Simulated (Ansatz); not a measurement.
HCO⁺, triplet in cc-pVDZ: errors against UCCSDTQ

Geometry: that of the HCO, doublet, kept fixed. The singlet lies 5.0 eV lower here.

```xyz
3

O     0.0000    0.0746    0.5425
C     0.0000   -0.1522   -0.6041
H     0.0000    0.6297   -1.4126
```

Basis cc-pVDZ; Ansatz 0.2.0. Correlated methods freeze the noble-gas cores, which leaves 10 electrons in 31 orbitals. Prefix R: restricted or restricted open-shell reference; prefix U: unrestricted. Active spaces: valence = (10e, 9o) chosen from the atoms' valence shells.

Full CI isn't at hand for all of this; UCCSDTQ serves as the reference, and is uncertain by the last step of the cluster series or more. The frozen core follows each run's orbitals, which can shift R against U totals by a few meV.

For open shells CISD is restricted-active-space CI with the open shells as a complete middle space. The largest doubles amplitude grows up the series, to 0.21: the determinant mixes near-degenerate terms, and the last step may understate the doubt.

- UHF ⟨S²⟩: 2.005
- T1 diagnostic (RCCSD): 0.0324
- largest doubles amplitude (RCCSD): 0.097
- T1 diagnostic (UCCSD): 0.0312

| level | E − E(RHF) (eV) |
| --- | --- |
| UHF | -0.1350 |
| RMP2 | -6.0471 |
| UMP2 | -6.0399 |
| RCCSD | -6.8369 |
| UCCSD | -6.8377 |
| RCCSD(T) | -7.0402 |
| UCCSD(T) | -7.0390 |

(1) Estimate how far UCCSDTQ in cc-pVDZ lies from RCCSD(T). The table doesn't fix it; the size of (T) and the diagnostics are the guide.

(1) UCCSDTQ in cc-pVDZ lies 7.3 kJ/mol below RCCSD(T), which is 37 % of the (T) step (-19.6 kJ/mol). T1 is raised, and the rest is a large part of (T). The miss exceeds 1 kcal/mol.

The other levels:

```
                     level  E − E(UCCSDTQ) (kJ/mol)  share of correlation (%)       wall time
                      CISD                     61.7                     91.01          0.82 s
                   BCCD(T)                      7.5                     98.90           1.4 s
                    RCCSDT                      1.6                     99.76               –
                    UCCSDT                      1.6                     99.77               –
                 RCCSDT(Q)                      0.1                     99.98            13 s
                 UCCSDT(Q)                     -0.1                    100.01            11 s
                   RCCSDTQ                      0.1                     99.99  1.8 min (H100)
    CASSCF (valence space)                    433.3                     36.89               –
    NEVPT2 (valence space)                     81.2                     88.17           1.9 s
NEVPT4(SD) (valence space)                      8.8                     98.72           3.2 s
    MRCISD (valence space)                     21.7                     96.83               –
  MRCISD+Q (valence space)                      3.9                     99.43           3.3 s
```

The correlation energy at UCCSDTQ, counted from RHF, is -7.116 eV. That run took 81 s on 2 threads of AMD EPYC 7R13 with a shared H100 80 GB, shared host.

Times hold each run's SCF and search for its determinant on a shared host, so for small cases they say little of a method's own cost; rows without a card ran on 1 thread of AMD EPYC 7R13. Some runs computed forces too.

Natural occupations of CASSCF (valence space) about the gap: 1.997 1.981 1.975 1.934 1.019 0.983 0.069 0.023 0.020; effectively unpaired electrons, Σ n²(2−n)², 2.04.
